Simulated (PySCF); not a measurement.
Functional dependence of a UV spectrum

BH7P2.
SMILES with atom numbers: `[PH2:1][BH2-:2][PH3+:3]` (hydrogens: H4, H5 on P1; H6, H7 on B2; H8, H9, H10 on P3)

Cartesian coordinates in Å at the PBE0-D3(BJ)/def2-SVP level; atoms count from 1:
```
atom  x, y, z in Å
P1     1.6971    0.6692    0.5571
B2     0.3179   -0.6160   -0.0513
P3    -1.3509    0.0600    0.6374
H4     2.8128   -0.0980    0.1084
H5     1.7096    1.5315   -0.5836
H6     0.1309   -0.7499   -1.2478
H7     0.4289   -1.6717    0.5534
H8    -2.5258   -0.6928    0.3907
H9    -1.7788    1.3387    0.2017
H10   -1.4322    0.2339    2.0399
```

Linear-response calculations in the def2-SVPD basis (PySCF; singlets by full response, triplets Tamm–Dancoff, core orbitals frozen in the response; HF means time-dependent Hartree–Fock). 'Strongest' is the level of largest summed f among the singlets computed (10 roots, of which the last may lack a degenerate partner); it can jump between rows when another state enters that window. S1 is the lowest singlet of each run and needn't be the same state throughout; f(S1) is that of one state. Isolated species at its PBE0-D3(BJ)/def2-SVP geometry (one conformer only).

| functional | kind | S1 (eV) | f(S1) | strongest (eV) | T1 (eV) | HOMO (eV) | gap (eV) | ionisation energy, ΔSCF (eV) |
| --- | --- | --- | --- | --- | --- | --- | --- | --- |
| LDA | LDA | 4.44 | 0.004 | 6.34 | 4.24 | -5.42 | 4.34 | 8.60 |
| B3LYP | global hybrid, 20% exact exchange | 4.99 | 0.006 | 6.82 | 4.66 | -6.23 | 5.82 | 8.57 |
| PBE0 | global hybrid, 25% exact exchange | 5.15 | 0.006 | 7.01 | 4.74 | -6.42 | 6.29 | 8.51 |
| BHandHLYP | global hybrid, 50% exact exchange | 5.63 | 0.012 | 7.48 | 5.05 | -7.39 | 7.86 | 8.46 |
| CAM-B3LYP | range-separated hybrid | 5.50 | 0.010 | 7.32 | 4.98 | -7.69 | 8.31 | 8.58 |
| wB97X-D | range-separated hybrid | 5.57 | 0.009 | 7.53 | 5.14 | -8.25 | 9.77 | 8.59 |
| LC-wPBE | range-separated hybrid | 5.96 | 0.013 | 7.80 | 5.15 | -9.01 | 10.71 | 8.58 |
| HF | Hartree–Fock | 6.30 | 0.024 | 7.47 | 5.10 | -8.91 | 10.96 | not settled |

**Question.** What does PBE (GGA) give?

**Answer.** S1 (eV) 4.48, f(S1) 0.003, strongest (eV) 6.42, T1 (eV) 4.25, HOMO (eV) -5.35, gap (eV) 4.39, ionisation energy, ΔSCF (eV) 8.45. S1 runs from 4.44 eV (LDA) to 6.30 eV (HF), a spread of 1.86 eV, while the orbital gap spreads over 6.6 eV. Along PBE (0%), B3LYP (20%), PBE0 (25%), BHandHLYP (50%), HF (100%) S1 rises with the share of exact exchange. −ε(HOMO) comes closest to its own ΔSCF ionisation energy with wB97X-D (-0.34 eV) and misses most with LDA (-3.17 eV). 'Not settled' means that the ion's SCF failed to converge or may have ended in another state than the lowest.
